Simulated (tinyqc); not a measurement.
Inside a calculation (part 1 of 2). Method: ROHF in the sto-3g basis, for LiH+, spin multiplicity 2. Computed by tinyqc, a small Python program that keeps every step (integrals from PySCF). Settings: charge = 1, multiplicity = 2, basis = sto-3g, energy threshold = 1e-08, iteration cap = 61, orthogonalisation = canonical, start = atomic densities, DIIS depth = 3, method = ROHF. Command: `OMP_NUM_THREADS=1 python tinyqc.py 23909 23910 out.jsonl` (the two numbers bound the seeds that draw the settings). One thread of a shared host (Intel(R) Xeon(R) Processor @ 2.60GHz), about 0.09 s of CPU time with the checks. Later iterations appear only in the table of the cycle.

## One-electron integrals

Geometry (angstrom):
```
atom,x,y,z
Li,0.000000,0.000000,0.000000
H,0.000000,0.000000,2.432000
```

Basis sto-3g: exponents (1/bohr^2) and contraction coefficients of normalised primitives:
```
element,l (shell),exponent,coefficient
Li,s (1),16.119575,0.154329
Li,s (1),2.936201,0.535328
Li,s (1),0.794651,0.444635
Li,s (2),0.636290,-0.099967
Li,s (2),0.147860,0.399513
Li,s (2),0.048089,0.700115
Li,p (3),0.636290,0.155916
Li,p (3),0.147860,0.607684
Li,p (3),0.048089,0.391957
H,s (1),3.425251,0.154329
H,s (1),0.623914,0.535328
H,s (1),0.168855,0.444635
```

Overlap, kinetic and nuclear-attraction integrals over the contracted functions; the nuclear repulsion is the sum of Za Zb / Rab.

nuclear repulsion = 0.65276794 hartree

overlap S, lower triangle:
```
,1Li 1s,1Li 2s,1Li 2px,1Li 2py,1Li 2pz,2H 1s
1Li 1s,1.000000
1Li 2s,0.241137,1.000000
1Li 2px,0.000000,0.000000,1.000000
1Li 2py,0.000000,0.000000,0.000000,1.000000
1Li 2pz,0.000000,0.000000,0.000000,0.000000,1.000000
2H 1s,0.009747,0.209635,0.000000,0.000000,0.312549,1.000000
```

kinetic energy T (hartree), lower triangle:
```
,1Li 1s,1Li 2s,1Li 2px,1Li 2py,1Li 2pz,2H 1s
1Li 1s,3.576786
1Li 2s,-0.020237,0.102163
1Li 2px,0.000000,0.000000,0.319682
1Li 2py,0.000000,0.000000,0.000000,0.319682
1Li 2pz,0.000000,0.000000,0.000000,0.000000,0.319682
2H 1s,-0.005033,0.005358,0.000000,0.000000,0.030936,0.760032
```

nuclear attraction V (hartree), lower triangle:
```
,1Li 1s,1Li 2s,1Li 2px,1Li 2py,1Li 2pz,2H 1s
1Li 1s,-8.200471
1Li 2s,-1.016812,-1.419432
1Li 2px,0.000000,0.000000,-1.391340
1Li 2py,0.000000,0.000000,0.000000,-1.391340
1Li 2pz,-0.006971,-0.076192,0.000000,0.000000,-1.446421
2H 1s,-0.038153,-0.308785,0.000000,0.000000,-0.464741,-1.879361
```

core Hamiltonian H = T + V (hartree), lower triangle:
```
,1Li 1s,1Li 2s,1Li 2px,1Li 2py,1Li 2pz,2H 1s
1Li 1s,-4.623684
1Li 2s,-1.037049,-1.317269
1Li 2px,0.000000,0.000000,-1.071658
1Li 2py,0.000000,0.000000,0.000000,-1.071658
1Li 2pz,-0.006971,-0.076192,0.000000,0.000000,-1.126740
2H 1s,-0.043186,-0.303428,0.000000,0.000000,-0.433805,-1.119329
```

## Two-electron integrals

Functions are numbered as in S; the eight-fold symmetry (ij|kl) = (ji|kl) = (kl|ij) leaves the list below.

Two-electron integrals (ij|kl) in chemists' order, unique and non-zero (hartree):
```
i,j,k,l,(ij|kl)
1,1,1,1,1.680395
2,1,1,1,0.265420
2,1,2,1,0.049941
2,2,1,1,0.397727
2,2,2,1,0.092860
2,2,2,2,0.290562
3,1,3,1,0.008981
3,2,3,1,0.013788
3,2,3,2,0.064184
3,3,1,1,0.396640
3,3,2,1,0.092880
3,3,2,2,0.290497
3,3,3,3,0.312946
4,1,4,1,0.008981
4,2,4,1,0.013788
4,2,4,2,0.064184
4,3,4,3,0.016869
4,4,1,1,0.396640
4,4,2,1,0.092880
4,4,2,2,0.290497
4,4,3,3,0.279207
4,4,4,4,0.312946
5,1,5,1,0.008981
5,2,5,1,0.013788
5,2,5,2,0.064184
5,3,5,3,0.016869
5,4,5,4,0.016869
5,5,1,1,0.396640
5,5,2,1,0.092880
5,5,2,2,0.290497
5,5,3,3,0.279207
5,5,4,4,0.279207
5,5,5,5,0.312946
6,1,1,1,0.009955
6,1,2,1,0.001910
6,1,2,2,0.003708
6,1,3,3,0.003656
6,1,4,4,0.003656
6,1,5,1,0.000274
6,1,5,2,0.000540
6,1,5,5,0.003813
6,1,6,1,0.000083
6,2,1,1,0.057588
6,2,2,1,0.013772
6,2,2,2,0.050563
6,2,3,3,0.047531
6,2,4,4,0.047531
6,2,5,1,0.002035
6,2,5,2,0.016088
6,2,5,5,0.056577
6,2,6,1,0.000659
6,2,6,2,0.019606
6,3,3,1,0.000668
6,3,3,2,0.003986
6,3,5,3,0.001968
6,3,6,3,0.000868
6,4,4,1,0.000668
6,4,4,2,0.003986
6,4,5,4,0.001968
6,4,6,4,0.000868
6,5,1,1,0.082381
6,5,2,1,0.019781
6,5,2,2,0.074050
6,5,3,3,0.069036
6,5,4,4,0.069036
6,5,5,1,0.003125
6,5,5,2,0.024964
6,5,5,5,0.084005
6,5,6,1,0.000960
6,5,6,2,0.030393
6,5,6,5,0.047287
6,6,1,1,0.217575
6,6,2,1,0.052457
6,6,2,2,0.210297
6,6,3,3,0.193888
6,6,4,4,0.193888
6,6,5,1,0.006954
6,6,5,2,0.072476
6,6,5,5,0.242900
6,6,6,1,0.002494
6,6,6,2,0.110228
6,6,6,5,0.174289
6,6,6,6,0.774606
```

## Orthogonalisation

S = U s U^T; canonical form X = U s^(-1/2), so that X^T S X = 1. Each column of U has its largest component positive (the first on a tie).

eigenvalues of S: 0.596925  0.810944  1.000000  1.000000  1.181543  1.410587

X:
```
,1,2,3,4,5,6
1Li 1s,0.371750,0.720453,0.000000,0.000000,0.580075,0.264935
1Li 2s,-0.655026,-0.551454,0.000000,0.000000,0.448007,0.429430
1Li 2px,0.000000,0.000000,0.850380,-0.526169,0.000000,0.000000
1Li 2py,0.000000,0.000000,0.526169,0.850380,0.000000,0.000000
1Li 2pz,-0.645015,0.547863,0.000000,0.000000,-0.480794,0.408264
2H 1s,0.831835,-0.331394,0.000000,0.000000,-0.279268,0.536325
```

Within a degenerate level the vectors are fixed only up to a rotation; this is one choice.

## Starting guess

The start is atomic minimal-basis densities projected into this basis (PySCF's MINAO start) and scaled to the electron count of each spin; this density is not idempotent, so its energy is not variational and may lie below the converged one.

D(alpha) at the start, lower triangle:
```
,1Li 1s,1Li 2s,1Li 2px,1Li 2py,1Li 2pz,2H 1s
1Li 1s,1.037720
1Li 2s,-0.111878,0.507644
1Li 2px,0.000000,0.000000,0.000000
1Li 2py,0.000000,0.000000,0.000000,0.000000
1Li 2pz,0.002485,-0.003769,0.000000,0.000000,0.001323
2H 1s,-0.011467,0.046227,0.000000,0.000000,0.024262,0.472944
```

D(beta) at the start, lower triangle:
```
,1Li 1s,1Li 2s,1Li 2px,1Li 2py,1Li 2pz,2H 1s
1Li 1s,0.518860
1Li 2s,-0.055939,0.253822
1Li 2px,0.000000,0.000000,0.000000
1Li 2py,0.000000,0.000000,0.000000,0.000000
1Li 2pz,0.001243,-0.001884,0.000000,0.000000,0.000661
2H 1s,-0.005733,0.023114,0.000000,0.000000,0.012131,0.236472
```

## Iteration 1: building the Fock matrix

J_ij = sum D_kl (ij|kl) with D = D(alpha) + D(beta), K_ij = sum D_kl (ik|jl) for each spin; F = H + J - K(s); E = tr D H + tr D J / 2 - 0.5 sum_s tr D(s) K(s) + E_nn.

Coulomb J (hartree), lower triangle:
```
,1Li 1s,1Li 2s,1Li 2px,1Li 2py,1Li 2pz,2H 1s
1Li 1s,2.998221
1Li 2s,0.507778,0.971219
1Li 2px,0.000000,0.000000,0.957023
1Li 2py,0.000000,0.000000,0.000000,0.957023
1Li 2pz,0.005345,0.054822,0.000000,0.000000,0.994199
2H 1s,0.019609,0.206572,0.000000,0.000000,0.309154,1.058320
```

exchange K(alpha) (hartree), lower triangle:
```
,1Li 1s,1Li 2s,1Li 2px,1Li 2py,1Li 2pz,2H 1s
1Li 1s,1.709756
1Li 2s,0.273006,0.193046
1Li 2px,0.000000,0.000000,0.039699
1Li 2py,0.000000,0.000000,0.000000,0.039699
1Li 2pz,0.001220,0.019198,0.000000,0.000000,0.067908
2H 1s,0.012123,0.090084,0.000000,0.000000,0.102118,0.394666
```

exchange K(beta) (hartree), lower triangle:
```
,1Li 1s,1Li 2s,1Li 2px,1Li 2py,1Li 2pz,2H 1s
1Li 1s,0.854878
1Li 2s,0.136503,0.096523
1Li 2px,0.000000,0.000000,0.019850
1Li 2py,0.000000,0.000000,0.000000,0.019850
1Li 2pz,0.000610,0.009599,0.000000,0.000000,0.033954
2H 1s,0.006062,0.045042,0.000000,0.000000,0.051059,0.197333
```

F(alpha) (hartree), lower triangle:
```
,1Li 1s,1Li 2s,1Li 2px,1Li 2py,1Li 2pz,2H 1s
1Li 1s,-3.335220
1Li 2s,-0.802277,-0.539096
1Li 2px,0.000000,0.000000,-0.154334
1Li 2py,0.000000,0.000000,0.000000,-0.154334
1Li 2pz,-0.002846,-0.040567,0.000000,0.000000,-0.200449
2H 1s,-0.035700,-0.186940,0.000000,0.000000,-0.226768,-0.455675
```

F(beta) (hartree), lower triangle:
```
,1Li 1s,1Li 2s,1Li 2px,1Li 2py,1Li 2pz,2H 1s
1Li 1s,-2.480342
1Li 2s,-0.665774,-0.442573
1Li 2px,0.000000,0.000000,-0.134484
1Li 2py,0.000000,0.000000,0.000000,-0.134484
1Li 2pz,-0.002236,-0.030969,0.000000,0.000000,-0.166495
2H 1s,-0.029639,-0.141898,0.000000,0.000000,-0.175709,-0.258342
```

total energy of this density = -6.30437923 hartree

This density is the starting one; it is not idempotent, so its energy is not variational and may lie below the converged one.

## Iteration 1: Roothaan effective Fock matrix

With projectors Pc = D(beta) S, Po = (D(alpha) - D(beta)) S, Pv = 1 - D(alpha) S, the block xy is Px^T F Py; with Fc = (F(alpha) + F(beta))/2, the blocks are Fc for cc, oo, vv and cv, F(beta) for co and F(alpha) for ov.

effective F (hartree), lower triangle:
```
,1Li 1s,1Li 2s,1Li 2px,1Li 2py,1Li 2pz,2H 1s
1Li 1s,-2.683334
1Li 2s,-0.674577,-0.476147
1Li 2px,0.000000,0.000000,-0.144409
1Li 2py,0.000000,0.000000,0.000000,-0.144409
1Li 2pz,-0.001799,-0.033871,0.000000,0.000000,-0.183435
2H 1s,-0.032401,-0.161730,0.000000,0.000000,-0.202833,-0.366637
```

## Iteration 1: diagonalisation and new density

Diagonalise F' = X^T F X, C = X C', fill 2 alpha and 1 beta electrons from the bottom; D(s) = C_occ C_occ^T. Each column has its largest component positive (the first on a tie).

F' = X^T F X (hartree), lower triangle:
```
,1,2,3,4,5,6
1,-0.230504
2,-0.379702,-1.047840
3,0.000000,0.000000,-0.144409
4,0.000000,0.000000,0.000000,-0.144409
5,-0.324088,-0.998008,0.000000,0.000000,-1.407993
6,-0.231032,-0.457549,0.000000,0.000000,-0.612286,-0.750478
```

orbital energies (hartree): MO1 -2.683678, MO2 -0.435907, MO3 -0.258618, MO4 -0.144409, MO5 -0.144409, MO6 -0.058613

coefficients C:
```
,MO1,MO2,MO3,MO4,MO5,MO6
1Li 1s,0.996947,-0.133799,-0.220424,0.000000,0.000000,-0.059466
1Li 2s,0.012346,0.493525,0.896059,0.000000,0.000000,0.267658
1Li 2px,0.000000,0.000000,0.000000,-0.531322,0.847170,0.000000
1Li 2py,0.000000,0.000000,0.000000,0.847170,0.531322,0.000000
1Li 2pz,0.000801,0.245316,-0.335331,0.000000,0.000000,0.970264
2H 1s,0.000330,0.682667,-0.452163,0.000000,0.000000,-0.704927
```

D(alpha) after iteration 1, lower triangle:
```
,1Li 1s,1Li 2s,1Li 2px,1Li 2py,1Li 2pz,2H 1s
1Li 1s,1.011805
1Li 2s,-0.053725,0.243720
1Li 2px,0.000000,0.000000,0.000000
1Li 2py,0.000000,0.000000,0.000000,0.000000
1Li 2pz,-0.032025,0.121080,0.000000,0.000000,0.060181
2H 1s,-0.091011,0.336918,0.000000,0.000000,0.167469,0.466035
```

D(beta) after iteration 1, lower triangle:
```
,1Li 1s,1Li 2s,1Li 2px,1Li 2py,1Li 2pz,2H 1s
1Li 1s,0.993902
1Li 2s,0.012309,0.000152
1Li 2px,0.000000,0.000000,0.000000
1Li 2py,0.000000,0.000000,0.000000,0.000000
1Li 2pz,0.000798,0.000010,0.000000,0.000000,0.000001
2H 1s,0.000329,0.000004,0.000000,0.000000,0.000000,0.000000
```

Within a degenerate level the vectors are fixed only up to a rotation; this is one choice.

## Iteration 2: building the Fock matrix

As before.

Coulomb J (hartree), lower triangle:
```
,1Li 1s,1Li 2s,1Li 2px,1Li 2py,1Li 2pz,2H 1s
1Li 1s,3.635250
1Li 2s,0.596460,1.034581
1Li 2px,0.000000,0.000000,1.020343
1Li 2py,0.000000,0.000000,0.000000,1.020343
1Li 2pz,0.008388,0.067563,0.000000,0.000000,1.056296
2H 1s,0.022968,0.208511,0.000000,0.000000,0.309927,1.008262
```

exchange K(alpha) (hartree), lower triangle:
```
,1Li 1s,1Li 2s,1Li 2px,1Li 2py,1Li 2pz,2H 1s
1Li 1s,1.684030
1Li 2s,0.269177,0.161321
1Li 2px,0.000000,0.000000,0.027892
1Li 2py,0.000000,0.000000,0.000000,0.027892
1Li 2pz,0.000859,0.095732,0.000000,0.000000,0.108508
2H 1s,0.010988,0.166304,0.000000,0.000000,0.182526,0.508127
```

exchange K(beta) (hartree), lower triangle:
```
,1Li 1s,1Li 2s,1Li 2px,1Li 2py,1Li 2pz,2H 1s
1Li 1s,1.676697
1Li 2s,0.269346,0.051977
1Li 2px,0.000000,0.000000,0.009276
1Li 2py,0.000000,0.000000,0.000000,0.009276
1Li 2pz,0.000352,0.000096,0.000000,0.000000,0.009278
2H 1s,0.010767,0.002157,0.000000,0.000000,0.000316,0.000107
```

F(alpha) (hartree), lower triangle:
```
,1Li 1s,1Li 2s,1Li 2px,1Li 2py,1Li 2pz,2H 1s
1Li 1s,-2.672464
1Li 2s,-0.709766,-0.444009
1Li 2px,0.000000,0.000000,-0.079207
1Li 2py,0.000000,0.000000,0.000000,-0.079207
1Li 2pz,0.000558,-0.104361,0.000000,0.000000,-0.178952
2H 1s,-0.031206,-0.261220,0.000000,0.000000,-0.306404,-0.619194
```

F(beta) (hartree), lower triangle:
```
,1Li 1s,1Li 2s,1Li 2px,1Li 2py,1Li 2pz,2H 1s
1Li 1s,-2.665131
1Li 2s,-0.709935,-0.334665
1Li 2px,0.000000,0.000000,-0.060591
1Li 2py,0.000000,0.000000,0.000000,-0.060591
1Li 2pz,0.001064,-0.008725,0.000000,0.000000,-0.079722
2H 1s,-0.030985,-0.097073,0.000000,0.000000,-0.124194,-0.111174
```

total energy of this density = -7.57648079 hartree

## Iteration 2: Roothaan effective Fock matrix

As before.

effective F (hartree), lower triangle:
```
,1Li 1s,1Li 2s,1Li 2px,1Li 2py,1Li 2pz,2H 1s
1Li 1s,-2.668803
1Li 2s,-0.710001,-0.333730
1Li 2px,0.000000,0.000000,-0.069899
1Li 2py,0.000000,0.000000,0.000000,-0.069899
1Li 2pz,0.000912,-0.030282,0.000000,0.000000,-0.121505
2H 1s,-0.030481,-0.161425,0.000000,0.000000,-0.224572,-0.427648
```

## Iteration 2: DIIS over 2 matrices

error matrix X^T (FDS - SDF) X:
```
,1,2,3,4,5,6
1,0.000000,0.055273,0.000000,0.000000,0.059021,-0.063480
2,-0.055273,0.000000,0.000000,0.000000,0.071764,-0.000769
3,0.000000,0.000000,0.000000,0.000000,0.000000,0.000000
4,0.000000,0.000000,0.000000,0.000000,0.000000,0.000000
5,-0.059021,-0.071764,0.000000,0.000000,0.000000,0.038693
6,0.063480,0.000769,0.000000,0.000000,-0.038693,0.000000
```

B (overlaps of the stored error matrices):
```
,1,2
1,1.0730045e-02,-3.6084211e-03
2,-3.6084211e-03,3.4432055e-02
```

Minimise |sum c_i e_i|^2 with sum c_i = 1: solve [B -1; -1 0][c; lambda] = [0; -1] with B_ij = tr e_i^T e_j, and take F = sum c_i F_i.

DIIS coefficients: 0.726255  0.273745

extrapolated F (hartree), lower triangle:
```
,1Li 1s,1Li 2s,1Li 2px,1Li 2py,1Li 2pz,2H 1s
1Li 1s,-2.679356
1Li 2s,-0.684274,-0.437161
1Li 2px,0.000000,0.000000,-0.124012
1Li 2py,0.000000,0.000000,0.000000,-0.124012
1Li 2pz,-0.001057,-0.032889,0.000000,0.000000,-0.166482
2H 1s,-0.031875,-0.161647,0.000000,0.000000,-0.208784,-0.383338
```

## Iteration 2: diagonalisation and new density

As before.

F' = X^T F X (hartree), lower triangle:
```
,1,2,3,4,5,6
1,-0.205914
2,-0.363327,-1.021028
3,0.000000,0.000000,-0.124012
4,0.000000,0.000000,0.000000,-0.124012
5,-0.322295,-1.011780,0.000000,0.000000,-1.403880
6,-0.253677,-0.461332,0.000000,0.000000,-0.606162,-0.749107
```

orbital energies (hartree): MO1 -2.680003, MO2 -0.437310, MO3 -0.223994, MO4 -0.124012, MO5 -0.124012, MO6 -0.038622

coefficients C:
```
,MO1,MO2,MO3,MO4,MO5,MO6
1Li 1s,0.995769,-0.105563,-0.237719,0.000000,0.000000,-0.068695
1Li 2s,0.017019,0.372279,0.943360,0.000000,0.000000,0.299119
1Li 2px,0.000000,0.000000,0.000000,0.706997,0.707216,0.000000
1Li 2py,0.000000,0.000000,0.000000,0.707216,-0.706997,0.000000
1Li 2pz,0.000815,0.246632,-0.321269,0.000000,0.000000,0.974678
2H 1s,-0.000694,0.758117,-0.354899,0.000000,0.000000,-0.683164
```

D(alpha) after iteration 2, lower triangle:
```
,1Li 1s,1Li 2s,1Li 2px,1Li 2py,1Li 2pz,2H 1s
1Li 1s,1.002699
1Li 2s,-0.022352,0.138881
1Li 2px,0.000000,0.000000,0.000000
1Li 2py,0.000000,0.000000,0.000000,0.000000
1Li 2pz,-0.025223,0.091830,0.000000,0.000000,0.060828
2H 1s,-0.080721,0.282219,0.000000,0.000000,0.186976,0.574741
```

D(beta) after iteration 2, lower triangle:
```
,1Li 1s,1Li 2s,1Li 2px,1Li 2py,1Li 2pz,2H 1s
1Li 1s,0.991555
1Li 2s,0.016947,0.000290
1Li 2px,0.000000,0.000000,0.000000
1Li 2py,0.000000,0.000000,0.000000,0.000000
1Li 2pz,0.000812,0.000014,0.000000,0.000000,0.000001
2H 1s,-0.000691,-0.000012,0.000000,0.000000,-0.000001,0.000000
```

Within a degenerate level the vectors are fixed only up to a rotation; this is one choice.

## Iteration 3: building the Fock matrix

As before.

Coulomb J (hartree), lower triangle:
```
,1Li 1s,1Li 2s,1Li 2px,1Li 2py,1Li 2pz,2H 1s
1Li 1s,3.614483
1Li 2s,0.592357,1.026765
1Li 2px,0.000000,0.000000,1.010892
1Li 2py,0.000000,0.000000,0.000000,1.010892
1Li 2pz,0.008364,0.071099,0.000000,0.000000,1.051791
2H 1s,0.022816,0.213708,0.000000,0.000000,0.318775,1.062531
```

exchange K(alpha) (hartree), lower triangle:
```
,1Li 1s,1Li 2s,1Li 2px,1Li 2py,1Li 2pz,2H 1s
1Li 1s,1.680168
1Li 2s,0.270856,0.133783
1Li 2px,0.000000,0.000000,0.021706
1Li 2py,0.000000,0.000000,0.000000,0.021706
1Li 2pz,0.000476,0.086271,0.000000,0.000000,0.108517
2H 1s,0.011007,0.161012,0.000000,0.000000,0.197695,0.583375
```

exchange K(beta) (hartree), lower triangle:
```
,1Li 1s,1Li 2s,1Li 2px,1Li 2py,1Li 2pz,2H 1s
1Li 1s,1.675201
1Li 2s,0.270751,0.052731
1Li 2px,0.000000,0.000000,0.009390
1Li 2py,0.000000,0.000000,0.000000,0.009390
1Li 2pz,0.000273,0.000075,0.000000,0.000000,0.009387
2H 1s,0.010799,0.002183,0.000000,0.000000,0.000320,0.000107
```

F(alpha) (hartree), lower triangle:
```
,1Li 1s,1Li 2s,1Li 2px,1Li 2py,1Li 2pz,2H 1s
1Li 1s,-2.689369
1Li 2s,-0.715548,-0.424288
1Li 2px,0.000000,0.000000,-0.082473
1Li 2py,0.000000,0.000000,0.000000,-0.082473
1Li 2pz,0.000916,-0.091365,0.000000,0.000000,-0.183465
2H 1s,-0.031377,-0.250731,0.000000,0.000000,-0.312725,-0.640173
```

F(beta) (hartree), lower triangle:
```
,1Li 1s,1Li 2s,1Li 2px,1Li 2py,1Li 2pz,2H 1s
1Li 1s,-2.684403
1Li 2s,-0.715443,-0.343235
1Li 2px,0.000000,0.000000,-0.070157
1Li 2py,0.000000,0.000000,0.000000,-0.070157
1Li 2pz,0.001119,-0.005168,0.000000,0.000000,-0.084335
2H 1s,-0.031169,-0.091903,0.000000,0.000000,-0.115350,-0.056905
```

total energy of this density = -7.59913179 hartree

## Iteration 3: Roothaan effective Fock matrix

As before.

effective F (hartree), lower triangle:
```
,1Li 1s,1Li 2s,1Li 2px,1Li 2py,1Li 2pz,2H 1s
1Li 1s,-2.686892
1Li 2s,-0.715738,-0.334011
1Li 2px,0.000000,0.000000,-0.076315
1Li 2py,0.000000,0.000000,0.000000,-0.076315
1Li 2pz,0.000967,-0.011582,0.000000,0.000000,-0.109231
2H 1s,-0.030692,-0.142838,0.000000,0.000000,-0.206439,-0.407657
```

## Iteration 3: DIIS over 3 matrices

error matrix X^T (FDS - SDF) X:
```
,1,2,3,4,5,6
1,0.000000,0.038266,0.000000,0.000000,0.047094,-0.046560
2,-0.038266,0.000000,0.000000,0.000000,0.048871,0.010832
3,0.000000,0.000000,0.000000,0.000000,0.000000,0.000000
4,0.000000,0.000000,0.000000,0.000000,0.000000,0.000000
5,-0.047094,-0.048871,0.000000,0.000000,0.000000,0.022688
6,0.046560,-0.010832,0.000000,0.000000,-0.022688,0.000000
```

B (overlaps of the stored error matrices), lower triangle:
```
,1,2,3
1,1.0730045e-02
2,-3.6084211e-03,3.4432055e-02
3,-4.3249265e-03,2.4453763e-02,1.7740678e-02
```

As before.

DIIS coefficients: 0.372952  -1.371014  1.998062

extrapolated F (hartree), lower triangle:
```
,1Li 1s,1Li 2s,1Li 2px,1Li 2py,1Li 2pz,2H 1s
1Li 1s,-2.710364
1Li 2s,-0.708253,-0.387406
1Li 2px,0.000000,0.000000,-0.110507
1Li 2py,0.000000,0.000000,0.000000,-0.110507
1Li 2pz,0.000011,0.005743,0.000000,0.000000,-0.120078
2H 1s,-0.031620,-0.124401,0.000000,0.000000,-0.180235,-0.364950
```

## Iteration 3: diagonalisation and new density

As before.

F' = X^T F X (hartree), lower triangle:
```
,1,2,3,4,5,6
1,-0.184077
2,-0.349061,-1.006365
3,0.000000,0.000000,-0.110507
4,0.000000,0.000000,0.000000,-0.110507
5,-0.313419,-1.027641,0.000000,0.000000,-1.423604
6,-0.295315,-0.486691,0.000000,0.000000,-0.628904,-0.691033
```

orbital energies (hartree): MO1 -2.711649, MO2 -0.385613, MO3 -0.201223, MO4 -0.110507, MO5 -0.110507, MO6 -0.006595

coefficients C:
```
,MO1,MO2,MO3,MO4,MO5,MO6
1Li 1s,0.994048,-0.060381,-0.251701,0.000000,0.000000,-0.093796
1Li 2s,0.023723,0.188741,0.965903,0.000000,0.000000,0.386171
1Li 2px,0.000000,0.000000,0.000000,-0.645142,0.764063,0.000000
1Li 2py,0.000000,0.000000,0.000000,0.764063,0.645142,0.000000
1Li 2pz,0.000575,0.191629,-0.345613,0.000000,0.000000,0.978708
2H 1s,-0.002455,0.870294,-0.191746,0.000000,0.000000,-0.610921
```

D(alpha) after iteration 3, lower triangle:
```
,1Li 1s,1Li 2s,1Li 2px,1Li 2py,1Li 2pz,2H 1s
1Li 1s,0.991777
1Li 2s,0.012186,0.036186
1Li 2px,0.000000,0.000000,0.000000
1Li 2py,0.000000,0.000000,0.000000,0.000000
1Li 2pz,-0.010999,0.036182,0.000000,0.000000,0.036722
2H 1s,-0.054990,0.164202,0.000000,0.000000,0.166772,0.757417
```

D(beta) after iteration 3, lower triangle:
```
,1Li 1s,1Li 2s,1Li 2px,1Li 2py,1Li 2pz,2H 1s
1Li 1s,0.988131
1Li 2s,0.023582,0.000563
1Li 2px,0.000000,0.000000,0.000000
1Li 2py,0.000000,0.000000,0.000000,0.000000
1Li 2pz,0.000572,0.000014,0.000000,0.000000,0.000000
2H 1s,-0.002440,-0.000058,0.000000,0.000000,-0.000001,0.000006
```

Within a degenerate level the vectors are fixed only up to a rotation; this is one choice.
